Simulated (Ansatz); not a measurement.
`N[Si]O` + H₂ → `N[SiH]` + H₂O at 500 K and 1 bar (hydrogenolysis of the Si–O bond).

Program: Ansatz. Geometries: PBE0-D4/def2-TZVP. ΔE: electronic, gas phase. CBS: def2 TZ/QZ extrapolation, frozen cores. Each species was taken in one conformer, which may not be the lowest.

| species | CCSD(T)/CBS energy (Eh) | H − E (kJ/mol) | S (J/(mol·K)) |
| --- | --- | --- | --- |
| `N[Si]O` | -420.80313 | 134.7 | 316.7 |
| H₂ | -1.17463 | 41.0 | 145.5 |
| `N[SiH]` | -345.55824 | 110.7 | 274.5 |
| H₂O | -76.37685 | 73.2 | 206.3 |

H − E and S are ideal-gas, rigid-rotor, harmonic terms from PBE0-D4/def2-TZVP, for one conformer and one mirror image of each species. 1 Eh = 2625.50 kJ/mol, R = 8.31446 J/(mol·K).

**Question.** By hand: ΔE, ΔH, ΔS and ΔG.

**Answer.** ΔE = (-345.55824) + (-76.37685) − (-420.80313) − (-1.17463) = 0.04267 Eh = 112.0 kJ/mol. Δ(H − E) = 110.7 + 73.2 − 134.7 − 41.0 = 8.2, so ΔH = 120.2 kJ/mol. ΔS = 274.5 + 206.3 − 316.7 − 145.5 = 18.6 J/(mol·K). ΔG = 120.2 − 500 × (18.6)/1000 = 110.9 kJ/mol.

**Question.** By hand: the equilibrium constant, and the temperature at which ΔG would vanish if ΔH and ΔS stayed fixed.

**Answer.** log₁₀ K = −ΔG/(RT ln 10) = -11.6. ΔG = 0 at ΔH/ΔS = 6462 K, far beyond where these terms or the molecules hold.

ΔH outweighs TΔS. A doubt of 5 kJ/mol in ΔE shifts log₁₀ K by 0.5 here. Other conformers and mirror images would add mixing entropy, several J/(mol·K) or more a flexible species. These are equilibria of isolated gas molecules and say nothing of rates. Largest T1 diagnostic: 0.015 (customary marks: 0.02 for closed shells, 0.045 for open ones).
